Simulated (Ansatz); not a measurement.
Basis or method: atomization of AlGe

AlGe, quartet; coordinates (Å): Ge 0.000 0.000 0.000; Al 0.000 0.000 2.467. Quantity: atomization.

Ansatz 0.2.0, basis aug-cc-pVDZ or cc-pVDZ or cc-pVTZ; geometries are PBE0/def2-TZVP minima. Wave-function levels freeze the cores with the filled d shells of p-block atoms; HF, MP2 and coupled cluster are restricted for singlets and unrestricted otherwise, atoms included (their steps beyond CCSDT(Q) come from restricted open-shell runs), restricted open-shell where a d shell is frozen, Kohn–Sham unrestricted where that lies lower. MRCISD+Q stands on CASSCF in the full valence space, and MRCISD+Q is size-consistent only roughly. The reference is CCSDT(Q) or full CI (coupled cluster only where its series has nearly closed). Semilocal and hybrid functionals correlate all electrons outside any core potential and usually lie nearer their basis limit than the reference, so part of their error here is the reference's basis and frozen-core error; RPA and the MP2 part of double hybrids freeze the same cores as the reference. None of these values is a measured one. Energies are electronic, without zero-point terms. No spin–orbit coupling and no scalar relativity. The species are chosen: bound, without strong static correlation by their natural occupations or amplitudes, in their lowest spin state as far as vertical gaps and like structures tell, and with a ladder that closes on the reference, so errors are smaller than for species at large; levels whose determinant breaks symmetry or spin markedly are left out.

```json
{"level": "reference", "cc-pVDZ (kcal/mol)": "49.1 (full CI)", "aug-cc-pVDZ (kcal/mol)": "49.5 (full CI)", "cc-pVTZ (kcal/mol)": "53.8 (CCSDT(Q))"}
{"level": "CCSD(T)", "cc-pVDZ (kcal/mol)": "48.3", "aug-cc-pVDZ (kcal/mol)": "48.8", "cc-pVTZ (kcal/mol)": "53.1"}
{"level": "CCSDT", "cc-pVDZ (kcal/mol)": "48.8", "aug-cc-pVDZ (kcal/mol)": "49.2", "cc-pVTZ (kcal/mol)": "53.5"}
{"level": "MRCISD+Q", "cc-pVDZ (kcal/mol)": "48.4", "aug-cc-pVDZ (kcal/mol)": "48.7", "cc-pVTZ (kcal/mol)": "52.8"}
{"level": "PBE", "cc-pVDZ (kcal/mol)": "60.3", "aug-cc-pVDZ (kcal/mol)": "60.0", "cc-pVTZ (kcal/mol)": "61.0"}
{"level": "PBE0", "cc-pVDZ (kcal/mol)": "57.0", "aug-cc-pVDZ (kcal/mol)": "57.0", "cc-pVTZ (kcal/mol)": "58.0"}
{"level": "B3LYP", "cc-pVDZ (kcal/mol)": "52.4", "aug-cc-pVDZ (kcal/mol)": "52.2", "cc-pVTZ (kcal/mol)": "53.1"}
{"level": "B2PLYP", "cc-pVDZ (kcal/mol)": "50.9", "aug-cc-pVDZ (kcal/mol)": "51.0", "cc-pVTZ (kcal/mol)": "52.7"}
```

From cc-pVDZ to cc-pVTZ the reference moves by 4.7 kcal/mol and PBE by 0.7; the step from CCSD(T) to the reference is 0.8 in the first and 0.7 in the last.
